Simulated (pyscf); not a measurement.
Structures and frequencies: ωB97X-D3(BJ)/def2-SVP in PySCF.

Problem. Estimate the classical barrier height and the reaction energy of H₂S (SMILES S) + Cl–Si(Cl)(Cl)–Cl (SMILES Cl[Si](Cl)(Cl)Cl) → HS–Si(Cl)(Cl)–Cl (SMILES S[Si](Cl)(Cl)Cl) + HCl (SMILES Cl) at ωB97M-D3(BJ)/def2-TZVP. The step runs on the singlet surface, breaks H–S, Cl–Si and forms S–Si, Cl–H; take the separated reactants as zero.

Solution. ΔE‡ = 1.77 eV, ΔE = +0.36 eV. Zero-point energy shifts the barrier by -0.01 eV. It is a four-centre exchange, with an imaginary mode of 741i cm⁻¹. This is the saddle that the search found; another between the same sides may lie lower.
